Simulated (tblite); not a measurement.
1-methylpyrazole, C4H6N2.
SMILES with atom numbers: `[CH3:1][n:2]1[cH:3][cH:4][cH:5][n:6]1` (hydrogens: H7, H8, H9 on C1; H10 on C3; H11 on C4; H12 on C5)

Computed with GFN2-xTB (tblite), gas phase: Langevin dynamics at 200 K from the optimised GFN2-xTB geometry, time step 0.5 fs, friction 0.01 fs⁻¹, 2000 steps. The instantaneous temperature is 2·E(kin)/(3Nk) with all 3N coordinates.

| t (fs) | T (K) | E(pot) above start (eV) | C1–N2 (Å) | N2–C3 (Å) | C3–C4 (Å) | C4–C5 (Å) | C5–N6 (Å) | C1–H7 (Å) |
| --- | --- | --- | --- | --- | --- | --- | --- | --- |
| 0 | 174 | 0.000 | 1.434 | 1.348 | 1.376 | 1.401 | 1.319 | 1.091 |
| 25 | 154 | 0.152 | 1.425 | 1.351 | 1.372 | 1.384 | 1.336 | 1.083 |
| 50 | 143 | 0.254 | 1.406 | 1.355 | 1.354 | 1.379 | 1.322 | 1.133 |
| 75 | 210 | 0.205 | 1.436 | 1.360 | 1.362 | 1.407 | 1.307 | 1.119 |
| 100 | 138 | 0.185 | 1.432 | 1.344 | 1.361 | 1.442 | 1.303 | 1.065 |
| 125 | 120 | 0.226 | 1.428 | 1.340 | 1.371 | 1.438 | 1.296 | 1.072 |
| 150 | 172 | 0.185 | 1.433 | 1.352 | 1.359 | 1.415 | 1.308 | 1.139 |
| 175 | 140 | 0.179 | 1.427 | 1.387 | 1.357 | 1.402 | 1.333 | 1.108 |
| 200 | 125 | 0.159 | 1.418 | 1.383 | 1.371 | 1.415 | 1.332 | 1.075 |
| 225 | 131 | 0.192 | 1.398 | 1.358 | 1.392 | 1.417 | 1.332 | 1.071 |
| 250 | 128 | 0.179 | 1.405 | 1.361 | 1.395 | 1.413 | 1.330 | 1.098 |
| 275 | 137 | 0.196 | 1.413 | 1.343 | 1.397 | 1.416 | 1.322 | 1.089 |
| 300 | 161 | 0.234 | 1.409 | 1.350 | 1.416 | 1.390 | 1.328 | 1.088 |
| 325 | 176 | 0.236 | 1.389 | 1.363 | 1.404 | 1.396 | 1.314 | 1.105 |
| 350 | 206 | 0.241 | 1.405 | 1.348 | 1.394 | 1.408 | 1.317 | 1.123 |
| 375 | 170 | 0.258 | 1.380 | 1.349 | 1.391 | 1.422 | 1.325 | 1.059 |
| 400 | 221 | 0.241 | 1.416 | 1.349 | 1.396 | 1.391 | 1.334 | 1.064 |
| 425 | 214 | 0.240 | 1.397 | 1.343 | 1.388 | 1.387 | 1.341 | 1.135 |
| 450 | 188 | 0.343 | 1.454 | 1.337 | 1.423 | 1.388 | 1.341 | 1.128 |
| 475 | 146 | 0.459 | 1.418 | 1.333 | 1.406 | 1.412 | 1.298 | 1.039 |
| 500 | 206 | 0.439 | 1.448 | 1.349 | 1.412 | 1.416 | 1.308 | 1.067 |
| 525 | 217 | 0.241 | 1.403 | 1.317 | 1.379 | 1.395 | 1.321 | 1.114 |
| 550 | 178 | 0.277 | 1.453 | 1.334 | 1.384 | 1.380 | 1.350 | 1.111 |
| 575 | 171 | 0.241 | 1.406 | 1.337 | 1.354 | 1.381 | 1.335 | 1.062 |
| 600 | 140 | 0.213 | 1.462 | 1.366 | 1.368 | 1.410 | 1.323 | 1.089 |
| 625 | 173 | 0.293 | 1.373 | 1.334 | 1.386 | 1.426 | 1.309 | 1.126 |
| 650 | 158 | 0.377 | 1.463 | 1.336 | 1.411 | 1.427 | 1.301 | 1.113 |
| 675 | 175 | 0.472 | 1.391 | 1.324 | 1.419 | 1.407 | 1.303 | 1.070 |
| 700 | 214 | 0.380 | 1.463 | 1.357 | 1.388 | 1.410 | 1.335 | 1.082 |
| 725 | 273 | 0.295 | 1.373 | 1.358 | 1.365 | 1.428 | 1.321 | 1.111 |
| 750 | 162 | 0.314 | 1.465 | 1.417 | 1.371 | 1.425 | 1.320 | 1.115 |
| 775 | 161 | 0.206 | 1.385 | 1.344 | 1.366 | 1.398 | 1.334 | 1.093 |
| 800 | 129 | 0.207 | 1.446 | 1.319 | 1.365 | 1.390 | 1.328 | 1.077 |
| 825 | 195 | 0.162 | 1.447 | 1.339 | 1.375 | 1.428 | 1.321 | 1.087 |
| 850 | 166 | 0.189 | 1.466 | 1.366 | 1.365 | 1.442 | 1.309 | 1.104 |
| 875 | 169 | 0.191 | 1.462 | 1.361 | 1.373 | 1.431 | 1.311 | 1.107 |
| 900 | 177 | 0.207 | 1.455 | 1.355 | 1.398 | 1.383 | 1.351 | 1.071 |
| 925 | 160 | 0.282 | 1.407 | 1.343 | 1.364 | 1.378 | 1.361 | 1.114 |
| 950 | 204 | 0.271 | 1.446 | 1.359 | 1.397 | 1.372 | 1.362 | 1.128 |
| 975 | 217 | 0.227 | 1.446 | 1.371 | 1.417 | 1.387 | 1.334 | 1.080 |
| 1000 | 185 | 0.213 | 1.424 | 1.346 | 1.412 | 1.389 | 1.322 | 1.065 |

Problem. From 500 fs on, how do temperature and potential energy compare with equipartition?

Solution. The mean temperature of these 21 frames is 182 K against the target 200 K, and the mean potential energy 0.27 eV against 30 × kT/2 = 0.26 eV for 30 classical harmonic modes. For 12 atoms in a canonical ensemble the temperature itself scatters by T·√(2/(3N)) = 47 K; here its standard deviation is 31 K. The whole run lasts only 10 friction times of 100 fs, so these averages carry a wide statistical error.

Problem. What are the kinetic and total energies of the listed frame with the highest potential energy?

Solution. The one at 675 fs, 0.472 eV above the start. Its kinetic energy is 3NkT/2 = 0.271 eV at 175 K, so the sum is 0.74 eV; over the listed frames the sum runs from 0.27 to 0.76 eV, since the thermostat adds and removes energy.

Problem. How much do the listed bonds fluctuate from 500 fs on?

Solution. 
| bond | at the start (Å) | mean (Å) | standard deviation (Å) |
| --- | --- | --- | --- |
| C1–N2 | 1.434 | 1.433 | 0.032 |
| N2–C3 | 1.348 | 1.349 | 0.021 |
| C3–C4 | 1.376 | 1.384 | 0.020 |
| C4–C5 | 1.401 | 1.405 | 0.021 |
| C5–N6 | 1.319 | 1.327 | 0.017 |
| C1–H7 | 1.091 | 1.094 | 0.021 |

The motion is classical and holds no zero-point motion.

The cost below is that of the whole dynamics run. Time: 5.8 s; peak memory 0.19 GiB. Hardware: one thread, Arm Neoverse V2 (aarch64), on a shared host.
